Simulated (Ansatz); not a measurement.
Relaxation of the cluster LiAl2⁻ with UKS PBE0-D4/def2-TZVPD.

```sh
$ ansatz run in.yaml --threads 2 --pin off --events-out ev --progress --plain --max-ram 4352MiB
```

```yaml
crystal:
  periodic: [false, false, false]
  atoms:
    - {symbol: Li, position_ang: [-0.919848, 0.474130, -1.244049]}
    - {symbol: Al, position_ang: [0.622085, 0.914730, 0.941093]}
    - {symbol: Al, position_ang: [0.297762, -1.388859, 0.302956]}
basis:
  gaussian: {orbitals: def2-TZVPD}
total_charge: -1
magnetization: {spin_polarized: true, initial_magnetization: 4}
hamiltonian: {xc: pbe0, dispersion: d4}
scf: {omitted_lower_state_checks: [starts]}
output: {orbitals: {seedname: orbitals}}
relax: {f_tol: 0.02, max_steps: 100}
```

Hardware: 2 threads of Arm Neoverse V2 on a shared host. Wall time 22 s.

Positions (Å) and forces (eV/Å) at steps 1, 2, 3, 4, 5, 6, 7 of 7:

```xyz
3
step=1 energy=-13390.5953 eV
Li   -0.920    0.474   -1.244   -0.306    0.147   -0.414
Al    0.622    0.915    0.941    0.316    1.041    0.524
Al    0.298   -1.389    0.303   -0.010   -1.188   -0.110
3
step=2 energy=-13390.7471 eV
Li   -1.006    0.515   -1.361   -0.088    0.047   -0.119
Al    0.675    0.951    1.018    0.070    0.164    0.111
Al    0.331   -1.466    0.343    0.018   -0.210    0.009
3
step=3 energy=-13390.7614 eV
Li   -1.043    0.535   -1.411   -0.048    0.025   -0.065
Al    0.695    0.954    1.046    0.031    0.035    0.046
Al    0.348   -1.489    0.365    0.017   -0.059    0.019
3
step=4 energy=-13390.7734 eV
Li   -1.097    0.560   -1.484   -0.066    0.034   -0.089
Al    0.724    0.943    1.085    0.041    0.047    0.062
Al    0.373   -1.503    0.398    0.024   -0.081    0.027
3
step=5 energy=-13390.8645 eV
Li   -1.208    0.613   -1.635    0.031   -0.014    0.042
Al    0.783    0.925    1.166   -0.028   -0.069   -0.045
Al    0.425   -1.538    0.468   -0.003    0.082    0.003
3
step=6 energy=-13390.8521 eV rejected
Li   -1.173    0.598   -1.587   -0.219    0.119   -0.296
Al    0.763    0.928    1.139    0.115    0.020    0.163
Al    0.410   -1.525    0.448    0.104   -0.139    0.133
3
step=7 energy=-13390.8654 eV
Li   -1.204    0.613   -1.629    0.012   -0.004    0.016
Al    0.779    0.920    1.160   -0.009   -0.009   -0.013
Al    0.425   -1.533    0.469   -0.003    0.012   -0.003
```

The highest occupied level of the charge -1 quintet lies above zero (up to 0.26 eV). The electron is either unbound and held by the finite basis, or the level is raised by self-interaction error. In the quintet geometry the species has come apart into loosely held pieces. At PBE0-D4/def2-TZVPD a triplet of charge -1 lies 0.65 eV below the quintet, each at its own geometry. The structure comes from a short search, and lower isomers may exist.
